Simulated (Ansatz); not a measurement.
Stepwise reaction of `[OH][Mg][OH]` with ammonia, as a gas-phase model of exchange steps in deposition or etching. ΔE in kJ/mol; ΔG adds harmonic PBE0-D4 terms to CCSD(T)/CBS, at 1 bar.

Computed with Ansatz on PBE0-D4/def2-TZVP structures; ΔE is electronic, products minus reactants. CBS: MP2 limit from def2 TZ/QZ plus the TZ coupled-cluster correction, frozen cores. This one scheme is used for every species. DFT in def2-TZVPP. B3LYP here is the variant with VWN-RPA as its local correlation; programs differ in this. For Mg outer-core shells are correlated without core-valence functions, which leaves a few kJ/mol of doubt a bond. Each species was taken in one conformer, which may not be the lowest.

| step | reaction | PBE-D4 | B3LYP-D4 | ωB97M-V | CCSD(T)/CBS | ΔG(600 K) |
| --- | --- | --- | --- | --- | --- | --- |
| 1 | `[OH][Mg][OH]` + NH₃ → `[NH2][Mg][OH]` + H₂O | 58.8 | 63.2 | 61.7 | 61.6 | 57.5 |

**Question.** Give the row of step 2, `[NH2][Mg][OH]` + NH₃ → `[NH2][Mg][NH2]` + H₂O. (An estimate is asked.)

**Answer.** Computed: 
```csv
step,reaction,PBE-D4,B3LYP-D4,ωB97M-V,CCSD(T)/CBS,ΔG(600 K)
2,`[NH2][Mg][OH]` + NH₃ → `[NH2][Mg][NH2]` + H₂O,59.0,63.4,62.1,61.2,68.2
```

**Question.** By hand: ΔE of the 2 steps together at CCSD(T)/CBS.

**Answer.** (61.6) + (61.2) = 122.8 kJ/mol, or 61.4 kJ/mol a step.

In ΔE the steps differ by no more than 0.4 kJ/mol. All are uphill at CCSD(T)/CBS. ΔG lies between 57.5 and 68.2 kJ/mol a step. PBE-D4 differs from CCSD(T)/CBS by -2.8 to -2.2 kJ/mol a step. Isolated molecules leave out the surface, adducts and barriers. Largest T1 diagnostic: 0.011.
